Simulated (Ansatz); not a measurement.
The parent structure is Pt in the fcc (Cu type) structure (space group Fm-3m, No. 225; a = 3.9400 Å).

All numbers come from Ansatz (an electronic-structure program) r2SCAN, without spin-orbit coupling, earlier PAW set.

Now apply this change: every Pt is replaced by Ni, then cell and atoms are relaxed.

Measured lattice parameter a: Pt 3.913 Å (static lattice; corrected from measurement; as listed in Daniel Mejia-Rodriguez, S. B. Trickey, Phys. Rev. B (2018)); Ni 3.508 Å (static lattice; corrected from measurement; as listed in Daniel Mejia-Rodriguez, S. B. Trickey, Phys. Rev. B (2018)).

**Question.** How well does r2SCAN reproduce the measured shift?

**Answer.** With r2SCAN the lattice parameter a moves by -0.460 Å (3.940 → 3.480) against -0.405 Å measured.

Other magnetic orders, which the real material may have, were not ruled out. Whether these cells are dynamically stable was not tested. Spin-polarised in the final run: Ni; the other runs are not.
